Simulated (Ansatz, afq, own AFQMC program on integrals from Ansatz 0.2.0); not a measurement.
# HCl + Si, triplet: a scan with AFQMC

```xyz
3

Cl    0.0000    0.0000   -1.5969
H     0.0000    0.0000   -0.3181
Si    0.0000    0.0000    1.9151
```

A hydrogen atom is moved from one rigid fragment to the other; the Cl1–H2 distance tells how far. The two fragments are held close together, so this isn't a minimum-energy path and the start is a compressed complex. Energies in eV count from this geometry (1.279 Å) at the same level; the start stands on UHF, each point on the determinant named.

Basis cc-pVTZ. Only valence electrons are correlated. Integrals, coupled cluster, full CI and functionals: Ansatz 0.2.0; the random walks run on the same integrals in our own AFQMC program. ph-AFQMC/CISD is guided by a CISD state made of CCSD amplitudes; releasing the constraint for a short imaginary time cuts its bias at the price of noise, slowly where states lie close. ± is one standard error of the sampling.

Cautions, each for one point or more: lower spins were not checked; the determinant is a saddle point among determinants of its kind; the ph-AFQMC/CISD walk drifts between its halves; unrestricted determinant slightly spin contaminated.

| r(Cl1–H2) / Å | det. | T1 | weight | ⟨S²⟩ | CCSD | wB97M-V | CCSD(T) |
| --- | --- | --- | --- | --- | --- | --- | --- |
| 1.505 | UHF | 0.012 | 0.86 | 2.03 | 0.364 | 0.263 | 0.334 |
| 1.619 | UHF | 0.016 | 0.85 | 2.05 | 0.626 | 0.486 | 0.587 |
| 1.732 | UHF | 0.020 | 0.85 | 2.06 | 0.815 | 0.653 | 0.778 |
| 1.845 | UHF | 0.024 | 0.84 | 2.05 | 0.928 | 0.766 | 0.905 |
| 2.072 | UHF | 0.028 | 0.84 | 2.03 | 1.205 | 1.093 | 1.223 |

**Question.** Estimate the curve of CCSDT(Q), counted from the same start.

**Answer.** 
| r(Cl1–H2) / Å | det. | T1 | weight | ⟨S²⟩ | CCSDT(Q) | ph-AFQMC/CISD |
| --- | --- | --- | --- | --- | --- | --- |
| 1.505 | UHF | 0.012 | 0.86 | 2.03 | 0.328 | 0.343 ± 0.007 |
| 1.619 | UHF | 0.016 | 0.85 | 2.05 | 0.575 | 0.585 ± 0.007 |
| 1.732 | UHF | 0.020 | 0.85 | 2.06 | 0.762 | 0.794 ± 0.007 |
| 1.845 | UHF | 0.024 | 0.84 | 2.05 | 0.888 | 0.914 ± 0.007 |
| 2.072 | UHF | 0.028 | 0.84 | 2.03 | 1.211 | 1.232 ± 0.007 |

Weight is that of the determinant in the CISD state; at the start T1 is 0.009 and the weight 0.86, and ⟨S²⟩ is 2.02. Largest departures from CCSDT(Q), at the points where its series has closed: CCSD(T) 0.017 eV at 1.845 (on UHF), ph-AFQMC/CISD 0.033 eV at 1.732 (on UHF), CCSD 0.053 eV at 1.732 (on UHF), wB97M-V -0.123 eV at 1.845. Functionals count only at points shown to share the start's state and spin.

CCSDT and higher add their correlation energy to the determinant of the CCSD(T) run, since their own runs factorise the integrals more tightly (a shift of under 2 meV). A walk keeps the symmetry of its determinant, which the program's search chose and which needn't be the lowest solution, so a lower state of the same spin and another symmetry isn't excluded.
